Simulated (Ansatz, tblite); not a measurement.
**The cluster TaS3−: rung by rung**

Aim: run the singlet of the cluster TaS3− at one geometry on many levels, and compare frontier levels, spin and run time.

Computed with Ansatz 0.2.0, Gaussian basis. Level: as each input shows.

Plan: GFN1-xTB, GFN2-xTB, PBE-D4/def2-TZVPD, r2SCAN-D4/def2-TZVPD, B2PLYP/def2-TZVPD, HSE06-D4/def2-TZVPD, BHLYP-D4/def2-TZVPD, LC-ωPBE/def2-TZVPD, BLYP-D4/def2-TZVPD, PBE-D4/def2-SVPD, PBE0-D4/def2-SVPD, CCSD(T)/def2-TZVPPD, MP2/def2-TZVPD, RPA/def2-TZVPD.

## 1. The relaxed structure

The geometry is that of the singlet, from an earlier relaxation (PBE-D4/def2-SVPD). At that level it is the lowest of the isomers that a small search found.

4 atoms, charge -1, spin multiplicity 1.

Bond lengths: Ta1–S2 2.238 Å, Ta1–S3 2.238 Å, Ta1–S4 2.238 Å. Angles: S2–Ta1–S3 110.6°, S2–Ta1–S4 110.6°, S3–Ta1–S4 110.6°.

Ta takes a core potential in the def2 sets. No spin-orbit coupling is included. The ion is computed in the gas phase, without counter-ions or solvent.

PBE0-D4/def2-TZVPD was run before; its log isn't repeated, and its numbers join the tables.

## 2. GFN1-xTB

Tight binding, by tblite at 300 K electronic temperature and without a spin-polarisation term:

```python
tblite.interface.Calculator('GFN1-xTB', numbers, positions, charge=-1, uhf=0).singlepoint()
```

Energy -363.4486 eV, HOMO -5.49 eV, LUMO -4.35 eV; 0.004 s.

## 3. GFN2-xTB

Tight binding, by tblite at 300 K electronic temperature and without a spin-polarisation term:

```python
tblite.interface.Calculator('GFN2-xTB', numbers, positions, charge=-1, uhf=0).singlepoint()
```

Energy -326.6328 eV, HOMO -5.96 eV, LUMO -5.37 eV; 0.005 s.

## 4. PBE-D4/def2-TZVPD

start.molden holds the orbitals of an earlier run on this state, given as this run's starting guess.

Contents of in.yaml:

```yaml
crystal:
  periodic: [false, false, false]
  atoms:
    - {symbol: Ta, position_ang: [0.524065, 0.012334, 0.062108]}
    - {symbol: S, position_ang: [-0.201441, 2.111403, -0.216359]}
    - {symbol: S, position_ang: [-0.380845, -0.896366, 1.896595]}
    - {symbol: S, position_ang: [0.058230, -1.227381, -1.742344]}
basis:
  gaussian: {orbitals: def2-TZVPD, initial_orbitals: start.molden}
total_charge: -1
hamiltonian: {xc: pbe, dispersion: d4}
scf: {omitted_lower_state_checks: [starts]}
output: {forces: true, orbitals: {seedname: orbitals}}
```

Command:

```console
ansatz run in.yaml --threads 4 --pin off --events-out ev --progress --plain --max-ram 3916MiB
```

Standard output:

```text
Functional definition: PBE
  name "PBE"
  cite "Perdew, Burke & Ernzerhof, Phys. Rev. Lett. 77, 3865 (1996) doi:10.1103/PhysRevLett.77.3865"
  parent pbe
  parameter kappa = 0.804
  parameter beta = 0.06672455060314922
  exchange = pbe_x(kappa = kappa, mu = beta*pi^2/3)
  correlation = pbe_c(beta = beta)
these checks for a lower state are left out or cut short: starts
1245 factors; their error is unknown
mean field evaluation 1: about -34052.0843 eV, gradient 1.3e1 eV
mean field evaluation 2: about -34052.2170 eV, gradient 2.1e-1 eV
mean field evaluation 4: about -34052.2042 eV, gradient 5.4e-2 eV
mean field evaluation 8: about -34052.2042 eV, gradient 2.2e-5 eV
mean field -34052.20424509 eV, -1251.3954245942 hartree, gradient 2.2e-5 eV, S^2 0.000000; 0 other end points of the search recorded, 0 dependent functions left out
the calculation of the forces begins
reference -34052.20429887 eV, -1251.3954265705 hartree; 31, 31 occupied and 150, 150 virtual orbitals, 1245 factors
Total energy: -34052.40043888 eV, -1251.4026345830 hartree
Atom 0 at     0.524065     0.012334     0.062108 Å, force    -0.326661    -0.008333    -0.038629 eV/Å
Atom 1 at    -0.201441     2.111403    -0.216359 Å, force     0.111115    -0.184488     0.030168 eV/Å
Atom 2 at    -0.380845    -0.896366     1.896595 Å, force     0.127255     0.081718    -0.157186 eV/Å
Atom 3 at     0.058230    -1.227381    -1.742344 Å, force     0.088292     0.111103     0.165647 eV/Å
Dipole moment:     0.985479     0.023236     0.116794 e Å
Checks for a lower state left out: starts
```

Run time: 2.3 s. Hardware: 4 threads of Arm Neoverse V1, shared host.

HOMO -1.00 eV, LUMO -0.20 eV.

## 5. r2SCAN-D4/def2-TZVPD

Edit in.yaml of step 4 so:

```diff
@@ -10,4 +10,4 @@
 total_charge: -1
-hamiltonian: {xc: pbe, dispersion: d4}
+hamiltonian: {xc: r2scan, dispersion: d4}
 scf: {omitted_lower_state_checks: [starts]}
-output: {forces: true, orbitals: {seedname: orbitals}}
+output: {orbitals: {seedname: orbitals}}
```

Same command.

Standard output:

```text
Functional definition: r2SCAN
  name "r2SCAN"
  cite "Furness, Kaplan, Ning, Perdew & Sun, J. Phys. Chem. Lett. 11, 8208 (2020) doi:10.1021/acs.jpclett.0c02405"
  cite "Furness, Kaplan, Ning, Perdew & Sun, J. Phys. Chem. Lett. 11, 9248 (2020) doi:10.1021/acs.jpclett.0c03077"
  parent r2scan
  parameter k0 = 0.174
  parameter k1 = 0.065
  parameter a1 = 4.9479
  exchange = r2scan_x(k0 = k0, k1 = k1, a1 = a1)
  correlation = r2scan_c
these checks for a lower state are left out or cut short: starts
1245 factors; their error is unknown
mean field evaluation 1: about -34063.6316 eV, gradient 9.5e0 eV
mean field evaluation 2: about -34063.6761 eV, gradient 8.6e-2 eV
mean field evaluation 4: about -34063.6526 eV, gradient 2.8e-4 eV
mean field -34063.65257799 eV, -1251.8161430683 hartree, gradient 1.3e-5 eV, S^2 0.000000; 0 other end points of the search recorded, 0 dependent functions left out
reference -34063.65260001 eV, -1251.8161438775 hartree; 31, 31 occupied and 150, 150 virtual orbitals, 1245 factors
Total energy: -34063.69396827 eV, -1251.8176641327 hartree
Checks for a lower state left out: starts
```

Wall time 4.8 s (4 threads of Arm Neoverse V1, shared host).

Report: HOMO -1.21 eV, LUMO -0.03 eV.

## 6. B2PLYP/def2-TZVPD

Edit in.yaml of step 5 so:

```diff
@@ -10,4 +10,3 @@
 total_charge: -1
-hamiltonian: {xc: r2scan, dispersion: d4}
+hamiltonian: {xc: {name: B2PLYP}}
 scf: {omitted_lower_state_checks: [starts]}
-output: {orbitals: {seedname: orbitals}}
```

Same command.

Standard output (excerpt; [...] marks lines left out):

```text
Functional definition: B2PLYP
  name "B2PLYP"
  cite "Grimme, J. Chem. Phys. 124, 034108 (2006) doi:10.1063/1.2148954"
  cite "Becke, Phys. Rev. A 38, 3098 (1988) doi:10.1103/PhysRevA.38.3098"
  cite "Lee, Yang & Parr, Phys. Rev. B 37, 785 (1988) doi:10.1103/PhysRevB.37.785"
[...]
1209 factors; integrals over basis functions are off by at most 7.3e-4 eV
[...]
mean field -34043.00327897 eV, -1251.0572953257 hartree, gradient 4.5e-6 eV, S^2 0.000000; 0 other end points of the search recorded, 0 dependent functions left out
15 core orbitals not correlated: weight in the atoms' cores, before any rotation towards them, 1.000 or more for the frozen orbitals, at most 0.000 for the correlated occupied ones
reference -34043.00343314 eV, -1251.0573009915 hartree; 16, 16 occupied and 150, 150 virtual orbitals, 1209 factors
second order -30.93931073 eV of doubles, -0.00000000 eV of singles
Total energy: -34051.35704704 eV, -1251.3642906399 hartree
Checks for a lower state left out: starts
```

It took 4.6 s on 4 threads of Arm Neoverse V1, shared host.

## 7. HSE06-D4/def2-TZVPD

Edit in.yaml of step 6 so:

```diff
@@ -10,3 +10,4 @@
 total_charge: -1
-hamiltonian: {xc: {name: B2PLYP}}
+hamiltonian: {xc: hse06, dispersion: d4}
 scf: {omitted_lower_state_checks: [starts]}
+output: {orbitals: {seedname: orbitals}}
```

Launched as before.

Standard output (excerpt; [...] marks lines left out):

```text
Functional definition: HSE06
  name "HSE06"
  cite "Heyd, Scuseria & Ernzerhof, J. Chem. Phys. 118, 8207 (2003) doi:10.1063/1.1564060"
  cite "Krukau, Vydrov, Izmaylov & Scuseria, J. Chem. Phys. 125, 224106 (2006) doi:10.1063/1.2404663"
  cite "Heyd & Scuseria, J. Chem. Phys. 120, 7274 (2004) doi:10.1063/1.1668634"
  cite "Ernzerhof & Perdew, J. Chem. Phys. 109, 3313 (1998) doi:10.1063/1.476928"
  cite "Perdew, Burke & Ernzerhof, Phys. Rev. Lett. 77, 3865 (1996) doi:10.1103/PhysRevLett.77.3865"
  parent pbe
[...]
  # The whole range is PBE's own exchange, as in plane waves. The composition of these papers is wPBEh.
[...]
1380 factors; their error is unknown
95 factors; integrals over basis functions are off by at most 2.4e-5 eV
[...]
mean field -34052.55444555 eV, -1251.4082942236 hartree, gradient 4.0e-5 eV, S^2 0.000000; 0 other end points of the search recorded, 0 dependent functions left out
reference -34052.55450367 eV, -1251.4082963596 hartree; 31, 31 occupied and 150, 150 virtual orbitals, 1380 factors
Total energy: -34052.72075886 eV, -1251.4144061250 hartree
Checks for a lower state left out: starts
```

Run time: 2.8 s. Hardware: 4 threads of Arm Neoverse V1, shared host.

From the report: HOMO -1.63 eV, LUMO 0.14 eV.

## 8. BHLYP-D4/def2-TZVPD

Edit in.yaml of step 7 so:

```diff
@@ -10,3 +10,3 @@
 total_charge: -1
-hamiltonian: {xc: hse06, dispersion: d4}
+hamiltonian: {xc: {name: BHLYP}, dispersion: d4}
 scf: {omitted_lower_state_checks: [starts]}
```

Same command.

Standard output:

```text
Functional definition: BHLYP
  name "BHLYP"
  cite "Becke, J. Chem. Phys. 98, 1372 (1993) doi:10.1063/1.464304"
  cite "Becke, Phys. Rev. A 38, 3098 (1988) doi:10.1103/PhysRevA.38.3098"
  cite "Lee, Yang & Parr, Phys. Rev. B 37, 785 (1988) doi:10.1103/PhysRevB.37.785"
  parameter a = 0.5
  exchange = (1 - a)*b88_x + a*exact_x
  correlation = lyp_c
these checks for a lower state are left out or cut short: starts
1508 factors; their error is unknown
mean field evaluation 1: about -34060.6028 eV, gradient 1.2e1 eV
mean field evaluation 2: about -34060.6947 eV, gradient 2.2e-1 eV
mean field evaluation 4: about -34060.8948 eV, gradient 2.1e-1 eV
mean field -34060.89477902 eV, -1251.7147958254 hartree, gradient 4.1e-5 eV, S^2 0.000000; 0 other end points of the search recorded, 0 dependent functions left out
reference -34060.89494598 eV, -1251.7148019608 hartree; 31, 31 occupied and 150, 150 virtual orbitals, 1508 factors
Total energy: -34061.23937061 eV, -1251.7274593326 hartree
Checks for a lower state left out: starts
```

It took 3.1 s on 4 threads of Arm Neoverse V1, shared host.

Report: HOMO -2.90 eV, LUMO 1.12 eV.

## 9. LC-ωPBE/def2-TZVPD

Edit in.yaml of step 8 so:

```diff
@@ -10,3 +10,3 @@
 total_charge: -1
-hamiltonian: {xc: {name: BHLYP}, dispersion: d4}
+hamiltonian: {xc: {name: LC-wPBE}}
 scf: {omitted_lower_state_checks: [starts]}
```

Same command.

Standard output (excerpt; [...] marks lines left out):

```text
Functional definition: LC-wPBE
  name "LC-wPBE"
  cite "Vydrov & Scuseria, J. Chem. Phys. 125, 234109 (2006) doi:10.1063/1.2409292"
  cite "Heyd & Scuseria, J. Chem. Phys. 120, 7274 (2004) doi:10.1063/1.1668634"
  cite "Ernzerhof & Perdew, J. Chem. Phys. 109, 3313 (1998) doi:10.1063/1.476928"
  cite "Perdew, Burke & Ernzerhof, Phys. Rev. Lett. 77, 3865 (1996) doi:10.1103/PhysRevLett.77.3865"
  parent pbe
[...]
1245 factors; their error is unknown
411 factors; integrals over basis functions are off by at most 3.3e-5 eV
[...]
mean field -34054.82700074 eV, -1251.4918090865 hartree, gradient 1.1e-5 eV, S^2 0.000000; 0 other end points of the search recorded, 0 dependent functions left out
reference -34054.82700075 eV, -1251.4918090867 hartree; 31, 31 occupied and 150, 150 virtual orbitals, 1245 factors
Total energy: -34054.82700075 eV, -1251.4918090867 hartree
Checks for a lower state left out: starts
```

It took 2.7 s on 4 threads of Arm Neoverse V1, shared host.

From the report: HOMO -4.43 eV, LUMO 2.43 eV.

## 10. BLYP-D4/def2-TZVPD

Edit in.yaml of step 9 so:

```diff
@@ -10,3 +10,3 @@
 total_charge: -1
-hamiltonian: {xc: {name: LC-wPBE}}
+hamiltonian: {xc: {name: BLYP}, dispersion: d4}
 scf: {omitted_lower_state_checks: [starts]}
```

The command is unchanged.

Standard output:

```text
Functional definition: BLYP
  name "BLYP"
  cite "Becke, Phys. Rev. A 38, 3098 (1988) doi:10.1103/PhysRevA.38.3098"
  cite "Lee, Yang & Parr, Phys. Rev. B 37, 785 (1988) doi:10.1103/PhysRevB.37.785"
  parameter beta = 0.0042
  parameter a = 0.04918
  parameter b = 0.132
  parameter c = 0.2533
  parameter d = 0.349
  exchange = b88_x(beta = beta)
  correlation = lyp_c(a = a, b = b, c = c, d = d)
these checks for a lower state are left out or cut short: starts
1245 factors; their error is unknown
mean field evaluation 1: about -34064.4260 eV, gradient 1.7e1 eV
mean field evaluation 2: about -34064.6889 eV, gradient 3.4e-1 eV
mean field evaluation 4: about -34064.6788 eV, gradient 5.1e-2 eV
mean field -34064.67880938 eV, -1251.8538563761 hartree, gradient 2.5e-5 eV, S^2 0.000000; 0 other end points of the search recorded, 0 dependent functions left out
reference -34064.67911790 eV, -1251.8538677141 hartree; 31, 31 occupied and 150, 150 virtual orbitals, 1245 factors
Total energy: -34065.07622518 eV, -1251.8684611373 hartree
Checks for a lower state left out: starts
```

Run time: 2.3 s. Hardware: 4 threads of Arm Neoverse V1, shared host.

HOMO -0.83 eV, LUMO -0.17 eV.

## 11. PBE-D4/def2-SVPD

Edit in.yaml of step 10 so:

```diff
@@ -8,5 +8,5 @@
 basis:
-  gaussian: {orbitals: def2-TZVPD, initial_orbitals: start.molden}
+  gaussian: {orbitals: def2-SVPD, initial_orbitals: start.molden}
 total_charge: -1
-hamiltonian: {xc: {name: BLYP}, dispersion: d4}
+hamiltonian: {xc: pbe, dispersion: d4}
 scf: {omitted_lower_state_checks: [starts]}
```

Launched as before.

Standard output:

```text
Functional definition: PBE
  name "PBE"
  cite "Perdew, Burke & Ernzerhof, Phys. Rev. Lett. 77, 3865 (1996) doi:10.1103/PhysRevLett.77.3865"
  parent pbe
  parameter kappa = 0.804
  parameter beta = 0.06672455060314922
  exchange = pbe_x(kappa = kappa, mu = beta*pi^2/3)
  correlation = pbe_c(beta = beta)
these checks for a lower state are left out or cut short: starts
1126 factors; their error is unknown
mean field evaluation 1: about -34040.8060 eV, gradient 2.7e1 eV
mean field evaluation 2: about -34041.1011 eV, gradient 5.5e-1 eV
mean field evaluation 4: about -34041.0797 eV, gradient 1.3e-1 eV
mean field -34041.07967210 eV, -1250.9866040772 hartree, gradient 3.4e-5 eV, S^2 0.000000; 0 other end points of the search recorded, 0 dependent functions left out
reference -34041.07971209 eV, -1250.9866055466 hartree; 31, 31 occupied and 85, 85 virtual orbitals, 1126 factors
Total energy: -34041.27585210 eV, -1250.9938135592 hartree
Checks for a lower state left out: starts
```

It took 1.2 s on 4 threads of Arm Neoverse V1, shared host.

Report: HOMO -1.05 eV, LUMO -0.22 eV.

## 12. PBE0-D4/def2-SVPD

Edit in.yaml of step 11 so:

```diff
@@ -10,3 +10,3 @@
 total_charge: -1
-hamiltonian: {xc: pbe, dispersion: d4}
+hamiltonian: {xc: pbe0, dispersion: d4}
 scf: {omitted_lower_state_checks: [starts]}
```

The command is unchanged.

Standard output:

```text
Functional definition: PBE0
  name "PBE0"
  cite "Adamo & Barone, J. Chem. Phys. 110, 6158 (1999) doi:10.1063/1.478522"
  cite "Perdew, Burke & Ernzerhof, Phys. Rev. Lett. 77, 3865 (1996) doi:10.1103/PhysRevLett.77.3865"
  parent pbe
  parameter a = 0.25
  parameter kappa = 0.804
  parameter beta = 0.06672455060314922
  exchange = (1 - a)*pbe_x(kappa = kappa, mu = beta*pi^2/3) + a*exact_x
  correlation = pbe_c(beta = beta)
these checks for a lower state are left out or cut short: starts
1172 factors; their error is unknown
mean field evaluation 1: about -34041.5807 eV, gradient 2.6e1 eV
mean field evaluation 2: about -34041.7741 eV, gradient 3.7e-1 eV
mean field evaluation 4: about -34042.0653 eV, gradient 1.3e-1 eV
mean field -34042.06531260 eV, -1251.0228256973 hartree, gradient 2.5e-5 eV, S^2 0.000000; 0 other end points of the search recorded, 0 dependent functions left out
reference -34042.06534335 eV, -1251.0228268275 hartree; 31, 31 occupied and 85, 85 virtual orbitals, 1172 factors
Total energy: -34042.23687279 eV, -1251.0291304180 hartree
Checks for a lower state left out: starts
```

It took 1.5 s on 4 threads of Arm Neoverse V1, shared host.

HOMO -2.07 eV, LUMO 0.47 eV.

## 13. CCSD(T)/def2-TZVPPD

Edit in.yaml of step 12 so:

```diff
@@ -8,5 +8,5 @@
 basis:
-  gaussian: {orbitals: def2-SVPD, initial_orbitals: start.molden}
+  gaussian: {orbitals: "def2-TZVPPD.json", initial_orbitals: start.molden}
 total_charge: -1
-hamiltonian: {xc: pbe0, dispersion: d4}
+correlation: {method: ccsd_t}
 scf: {omitted_lower_state_checks: [starts]}
```

Same command.

Standard output (excerpt; [...] marks lines left out):

```text
Functional definition: HF
  name "HF"
  cite "Fock, Z. Phys. 61, 126 (1930) doi:10.1007/BF01340294"
  parent pbe
[...]
1279 factors; integrals over basis functions are off by at most 7.0e-4 eV
[...]
mean field -33992.69886305 eV, -1249.2086421383 hartree, gradient 1.9e-6 eV, S^2 0.000000; 0 other end points of the search recorded, 0 dependent functions left out
15 core orbitals not correlated: weight in the atoms' cores, before any rotation towards them, 1.000 or more for the frozen orbitals, at most 0.000 for the correlated occupied ones
reference -33992.69886305 eV, -1249.2086421383 hartree; 16, 16 occupied and 181, 181 virtual orbitals, 1279 factors
second order -25.88356158 eV of doubles, -0.00000000 eV of singles
cycle   1  -24.05386286 eV  change     1.8e0 eV  update   2.8e-1
[...]
cycle  14  -25.54022968 eV  change    7.4e-6 eV  update   1.4e-5
perturbative correction -1.84236216 eV, -0.0677055607 hartree
Total energy: -34020.08145490 eV, -1250.2149338281 hartree
Checks for a lower state left out: starts
```

Wall time 87 s (4 threads of Arm Neoverse V1, shared host); peak memory 3 GiB.

Hartree-Fock HOMO -4.36 eV, LUMO 2.85 eV; T1 0.028.

## 14. MP2/def2-TZVPD

Edit in.yaml of step 13 so:

```diff
@@ -8,5 +8,5 @@
 basis:
-  gaussian: {orbitals: "def2-TZVPPD.json", initial_orbitals: start.molden}
+  gaussian: {orbitals: def2-TZVPD, initial_orbitals: start.molden}
 total_charge: -1
-correlation: {method: ccsd_t}
+correlation: {method: mp2}
 scf: {omitted_lower_state_checks: [starts]}
```

Launched as before.

Standard output:

```text
Functional definition: HF
  name "HF"
  cite "Fock, Z. Phys. 61, 126 (1930) doi:10.1007/BF01340294"
  parent pbe
  exchange = exact_x
  correlation = 0
these checks for a lower state are left out or cut short: starts
1209 factors; integrals over basis functions are off by at most 7.3e-4 eV
mean field evaluation 1: about -33991.1907 eV, gradient 3.8e1 eV
mean field evaluation 2: about -33992.1306 eV, gradient 1.6e0 eV
mean field evaluation 4: about -33992.6211 eV, gradient 1.0e-1 eV
mean field evaluation 8: about -33992.6212 eV, gradient 9.7e-7 eV
mean field -33992.62121184 eV, -1249.2057885088 hartree, gradient 2.0e-6 eV, S^2 0.000000; 0 other end points of the search recorded, 0 dependent functions left out
15 core orbitals not correlated: weight in the atoms' cores, before any rotation towards them, 1.000 or more for the frozen orbitals, at most 0.000 for the correlated occupied ones
reference -33992.62121184 eV, -1249.2057885088 hartree; 16, 16 occupied and 150, 150 virtual orbitals, 1209 factors
second order -24.26784436 eV of doubles, -0.00000000 eV of singles
Total energy: -34016.88905620 eV, -1250.0976153398 hartree
Checks for a lower state left out: starts
```

Wall time 1.9 s (4 threads of Arm Neoverse V1, shared host).

From the report: Hartree-Fock HOMO -4.35 eV, LUMO 2.85 eV.

## 15. RPA/def2-TZVPD

Edit in.yaml of step 14 so:

```diff
@@ -10,4 +10,4 @@
 total_charge: -1
-correlation: {method: mp2}
+hamiltonian: {xc: pbe}
+correlation: {method: rpa}
 scf: {omitted_lower_state_checks: [starts]}
-output: {orbitals: {seedname: orbitals}}
```

Launched as before.

Standard output (excerpt; [...] marks lines left out):

```text
Functional definition: PBE
  name "PBE"
  cite "Perdew, Burke & Ernzerhof, Phys. Rev. Lett. 77, 3865 (1996) doi:10.1103/PhysRevLett.77.3865"
  parent pbe
[...]
1209 factors; integrals over basis functions are off by at most 7.3e-4 eV
[...]
mean field -34052.20423378 eV, -1251.3954241785 hartree, gradient 8.9e-6 eV, S^2 0.000000; 0 other end points of the search recorded, 0 dependent functions left out
15 core orbitals not correlated: weight in the atoms' cores, before any rotation towards them, 1.000 or more for the frozen orbitals, at most 0.000 for the correlated occupied ones
reference -33990.72157101 eV, -1249.1359779959 hartree; 16, 16 occupied and 150, 150 virtual orbitals, 1209 factors
Total energy: -34027.14816810 eV, -1250.4746307484 hartree
Checks for a lower state left out: starts
```

Run time: 4.3 s. Hardware: 4 threads of Arm Neoverse V1, shared host.

## 16. Levels side by side

| level | functions | HOMO (eV) | LUMO (eV) | gap (eV) | time |
| --- | --- | --- | --- | --- | --- |
| PBE-D4/def2-SVPD | 116 | -1.05 | -0.22 | 0.83 | 1.2 s |
| PBE-D4/def2-TZVPD | 181 | -1.00 | -0.20 | 0.80 | 2.3 s |
| BLYP-D4/def2-TZVPD | 181 | -0.83 | -0.17 | 0.66 | 2.3 s |
| r2SCAN-D4/def2-TZVPD | 181 | -1.21 | -0.03 | 1.17 | 4.8 s |
| PBE0-D4/def2-SVPD | 116 | -2.07 | 0.47 | 2.54 | 1.5 s |
| PBE0-D4/def2-TZVPD | 181 | -2.02 | 0.50 | 2.52 | 3 s |
| HSE06-D4/def2-TZVPD | 181 | -1.63 | 0.14 | 1.77 | 2.8 s |
| BHLYP-D4/def2-TZVPD | 181 | -2.90 | 1.12 | 4.02 | 3.1 s |
| LC-ωPBE/def2-TZVPD | 181 | -4.43 | 2.43 | 6.85 | 2.7 s |

Energy pieces by basis (eV):

| basis | HF | MP2 correlation | CCSD correlation | (T) | total |
| --- | --- | --- | --- | --- | --- |
| def2-TZVPPD | -33992.6989 | -25.8836 | -25.5402 | -1.8424 | -34020.0815 |
| def2-TZVPD | -33992.6212 | -24.2678 |  |  | -34016.8891 (MP2) |

## 17. Outcome

| quantity | value |
| --- | --- |
| gap in def2-TZVPD, named functionals, smallest and largest | 0.66 eV (BLYP-D4), 6.85 eV (LC-ωPBE) |
| correlation energy, CCSD(T)/def2-TZVPPD | -27.38 eV |
| correlation energy, MP2/def2-TZVPD | -24.27 eV |
| PBE0 total energy, smallest basis above largest | 11.08 eV (def2-SVPD, def2-TZVPD) |

Over the named functionals in def2-TZVPD the gap runs from 0.66 eV (BLYP-D4) to 6.85 eV (LC-ωPBE); exact exchange widens it.

The slowest run with a step of its own, CCSD(T)/def2-TZVPPD, took 87 s; the quickest functional in def2-TZVPD took 2.3 s (shared host).
